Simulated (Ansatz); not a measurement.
C7H8O, SMILES `Cc1cccc(O)c1` from Hartree–Fock to CCSD(T)

Cartesian coordinates in Å:
```
C -1.6670 1.0527 1.3817
C -0.6879 0.4219 0.4389
C -1.0132 0.2295 -0.9021
C -0.1128 -0.3824 -1.7577
C 1.1225 -0.8098 -1.2973
C 1.4526 -0.6167 0.0382
O 2.6453 -1.0053 0.5565
C 0.5513 -0.0034 0.8981
H -2.2916 0.2910 1.8588
H -2.3332 1.7413 0.8591
H -1.1589 1.6026 2.1758
H -1.9752 0.5634 -1.2748
H -0.3710 -0.5272 -2.8007
H 1.8283 -1.2860 -1.9714
H 3.1734 -1.4092 -0.1375
H 0.8372 0.1376 1.9345
```

Charge 0, multiplicity 1. Geometry: relaxed with PBE0-D4/def2-TZVP. It is one conformer, not always the lowest. Frozen core, restricted reference, Ansatz 0.2.0. CBS rows extrapolate triple and quadruple zeta; past MP2 they add the triple-zeta difference.

| basis | HF (Eh) | MP2 corr. |
| --- | --- | --- |
| def2-SVP | -344.34584 | -1.10600 |
| def2-TZVPP | -344.73150 | -1.35664 |
| def2-QZVPP | -344.74635 | -1.44672 |

(1) Estimate the CCSD correlation energy and the (T) correction in each basis where they were run (hartree).

## Answers

(1) 
```
     basis  CCSD corr.       (T)
  def2-SVP    -1.15708  -0.04573
def2-TZVPP    -1.38723  -0.06871
 CBS(def2)    -1.54403     as TZ
```
